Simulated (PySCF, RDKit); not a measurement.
Complex: CH4O (SMILES CO) (first 6 atoms) with CH5N (SMILES CN); geometry from S66by8 set.
(charge 0, multiplicity 1):
```tsv
atom	x (Å)	y (Å)	z (Å)
O	-1.7405	0.7289	-0.0023
H	-0.7679	0.7547	-0.0074
C	-2.1102	-0.6309	-0.0071
H	-3.1965	-0.6802	-0.0028
H	-1.7570	-1.1616	-0.8964
H	-1.7497	-1.1698	0.8744
N	1.6900	0.6174	-0.0133
H	2.0606	1.1252	0.7798
H	2.0608	1.0818	-0.8326
C	2.1678	-0.7686	0.0242
H	1.7759	-1.3026	-0.8380
H	3.2545	-0.8753	0.0272
H	1.7756	-1.2553	0.9138
```

Interaction energies are E(AB) − E(A) − E(B) at the monomers' geometry in the complex; basis-set methods are counterpoise corrected. Rows marked so take none. RDKit's UFF carries no charges.

Rows in 3-21G, 6-311+G** carry no dispersion term and start afresh at each structure.

Programs: PySCF for 3-21G rows, 6-311+G** rows; RDKit for the force fields. 

One of these levels gives -184.8 meV for the interaction energy. Which one is it?
A. UFF
B. B3LYP/3-21G (no counterpoise)
C. MMFF94
D. B3LYP/6-311+G** (no counterpoise)

C, MMFF94. The others give 0.4 (UFF), -413.8 (B3LYP/3-21G (no counterpoise)), -232.6 (B3LYP/6-311+G** (no counterpoise))
